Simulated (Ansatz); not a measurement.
Reaction (SMILES): [SiH3] (SiH3) → 3 H atom + Si atom
B3LYP-D3(BJ)/def2-TZVP geometries, fixed; electronic energies without zero-point terms.
Largest species:
```
Si
H 1 1.4828
H 1 1.4828 2 111.02
H 1 1.4828 2 111.02 3 124.02
```
Charge 0, spin multiplicity 2.

Energies in hartree at PBE with Ansatz (a program for electronic structure); the atomisation energy is their sum with the coefficients shown, times 627.509 kcal/mol a hartree. All functions are spherical. The program fits the integrals of some runs and decomposes those of others, by size. Open shells are unrestricted. No added dispersion term, no relativity.

| species | coefficient | part | cc-pV(D+d)Z | cc-pV(T+d)Z | cc-pV(Q+d)Z |
|---|---|---|---|---|---|
| [SiH3] (SiH3) | -1 | PBE | -291.06645 | -291.08046 | -291.08453 |
| H atom | +3 | PBE | -0.49863 | -0.49962 | -0.49985 |
| Si atom | +1 | PBE | -289.21917 | -289.22661 | -289.22964 |

Q: Predict the atomisation energy in cc-pV(5+d)Z (X = 5): let each PBE step shrink by the ratio of the last two. Compare with the run.

A: 
- [SiH3] (SiH3): steps -0.01401 and -0.00407, ratio 0.291, so PBE -291.08571 (run: -291.08741).
- H atom: steps -0.00099 and -0.00023, ratio 0.232, so PBE -0.49990 (run: -0.49997).
- Si atom: steps -0.00744 and -0.00303, ratio 0.407, so PBE -289.23087 (run: -289.23264).
Predicted 222.85 kcal/mol; the run in cc-pV(5+d)Z gives 222.68, a miss of 0.18. Keeping the value in cc-pV(Q+d)Z, 222.98, would miss by 0.30. All sums are of the energies as printed.
